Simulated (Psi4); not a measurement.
This Psi4 input (MP2/pcseg-3) gives -76.34650 Eh with 126 basis functions.

```
memory 8100 MB

molecule {
0 1
O     0.00702152    0.00134342    0.11666744
H    -0.04995842    0.75929218   -0.47415850
H    -0.00621371   -0.77003954   -0.45918106
}

set {
  basis pcseg-3
  scf_type df
  freeze_core true
}

energy('mp2')
print_variables()
```

Change:
```diff
- basis pcseg-3
+ basis def2-sv(p)
```

Problem. What does the run give now?

Solution. -76.12627 Eh (MP2/def2-SV(P), 18 functions), a change of +220.23 mEh.
